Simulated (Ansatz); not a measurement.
Job for Ansatz (an electronic-structure program): U-PBE/def2-TZVPPD on CH3H2ts, 2S+1 = 2. Files ending in .json are basis or fitting sets from the Basis Set Exchange.

Ansatz 0.2 input:
```yaml
crystal:
  periodic: [false, false, false]
  atoms:
    - {symbol: C, position_ang: [0.00000000, 0.26481300, 0.00000000]}
    - {symbol: H, position_ang: [1.05342900, 0.51666800, 0.00000000]}
    - {symbol: H, position_ang: [-0.52662700, 0.51702500, 0.91225000]}
    - {symbol: H, position_ang: [-0.52662700, 0.51702500, -0.91225000]}
    - {symbol: H, position_ang: [-0.00026000, -1.11777100, 0.00000000]}
    - {symbol: H, position_ang: [0.00008400, -2.02182500, 0.00000000]}
basis:
  gaussian:
    orbitals: def2-TZVPPD.json
hamiltonian:
  xc: {name: PBE}
magnetization: {spin_polarized: true, initial_magnetization: 1}
```

The head of its log:

```
WARN ansatz: RAYON_NUM_THREADS=2 ignored (pool sized by the plan → 2); use --threads N
Functional definition: PBE
integrals: 0.02 GiB planned
469 factors; their error is unknown
mean field: 0.33 GiB planned
mean field evaluation 1: about -1107.5207 eV, gradient 3.8e1 eV
mean field evaluation 2: about -1096.2735 eV, gradient 5.3e1 eV
```

### Question
Give the final energy of this run.

### Answer
-40.9491 hartree.
